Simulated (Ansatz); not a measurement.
For rock-salt PbTe, PBE-D4 (PAW; Ansatz, a program for electronic structure) gives:

lattice constant a: 6.470 Å
enthalpy of formation: -0.383 eV/atom

Q: What does r²SCAN+rVV10 (Ansatz, plane waves, PAW) give for the same quantities?

A: 
- lattice constant a: 6.491 Å (grows by 0.3 %)
- formation enthalpy: -0.487 eV/atom (moves by -0.104 eV/atom)

For comparison: lattice constant a 6.438 Å (measured, 120 K, not corrected to a static lattice; as tabulated in Noda, Masumoto, Ohba, Saito, Toriumi, Iwata, Shibuya, Acta Cryst. C 43, 1443 …); formation enthalpy -0.366 eV/atom (measured, 298 K, copied from a table, unchecked, no zero-point or thermal correction; as tabulated in the CRC Handbook).

Changes are worked out from the printed values.

Unless a cell is named, each level is at its own relaxed cell (PBE-D4 33.86, r²SCAN+rVV10 34.18 Å³/atom).

Levels without +SOC leave out spin–orbit coupling, which shifts energies and cells of such heavy elements.

Caveats: a distance lies near a switch of the dispersion term, which can move the cell (PBE-D4). Ansatz's density-functional and Hartree–Fock values are scalar-relativistic unless marked +SOC, with PAW data made under PBE.
